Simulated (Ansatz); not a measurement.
Compare A (`C=C1C=C1C`) with its isomer B (`C=CC1=CC1`).

Gas-phase electronic energies from Ansatz, PBE0-D4/def2-TZVP geometries. CCSD(T)/CBS is the MP2 limit (def2-TZVPP, def2-QZVPP) plus CCSD(T) − MP2 in def2-TZVPP, frozen cores. Functionals use def2-TZVPP. B3LYP here is the variant with VWN-RPA as its local correlation; programs differ in this. Each species was taken in one conformer, which may not be the lowest.

A:

```xyz
11

C    -0.3879   -1.8812    0.9376
C    -0.4476   -0.5949    0.6171
C    -0.9741    0.7280    0.7476
C    -0.0203    0.5431   -0.1414
C     0.8724    1.0702   -1.1776
H    -1.0344   -2.2965    1.6998
H     0.3104   -2.5438    0.4429
H    -1.6611    1.4073    1.2268
H     0.7122    0.5308   -2.1155
H     0.7164    2.1361   -1.3464
H     1.9141    0.9009   -0.8909
```

B:

Z-matrix (Å, degrees):
```
C
C 1 1.496
C 1 1.497 2 51.3
H 1 1.091 2 119.6 3 -105.6
H 1 1.091 2 119.6 3 105.6
H 2 1.076 1 145.4 3 180.0
C 3 1.428 1 143.9 2 -180.0
C 7 1.333 3 122.6 1 0.0
H 7 1.087 3 117.0 1 -180.0
H 8 1.084 7 120.7 3 -0.0
H 8 1.083 7 121.5 3 180.0
```

Q: Which is lower in electronic energy at CCSD(T)/CBS, and by how much? (Estimate.)

A: Computed: B, by 7.6 kJ/mol.

Q: Give E(B) − E(A) in kJ/mol with r2SCAN-D4, MP2/def2-TZVPP, CCSD(T)/def2-SVP, B2PLYP, B3LYP, PBE0-D4, PBE-D4. (Estimate.)

A: Computed: r2SCAN-D4 1.9, MP2/def2-TZVPP -7.6, CCSD(T)/def2-SVP -12.6, B2PLYP -3.1, B3LYP -0.3, PBE0-D4 3.8, PBE-D4 0.3. The order is the other way round with r2SCAN-D4, PBE0-D4.

Q: Does the order hold for the free energy at 298.15 K (harmonic terms from PBE0-D4)? (Best estimate.)

A: The calculation gave: Yes: G(B) − G(A) = -4.6 kJ/mol, for one conformer each.

Largest T1 diagnostic: 0.012.

In def2-TZVPP, CCSD(T) changes the Hartree–Fock value by −16.1 kJ/mol (the triples alone add −2.4 kJ/mol) and MP2 by −14.6 kJ/mol. At CCSD(T), def2-SVP lies −4.9 kJ/mol from the extrapolated value and def2-TZVPP −1.6 kJ/mol.
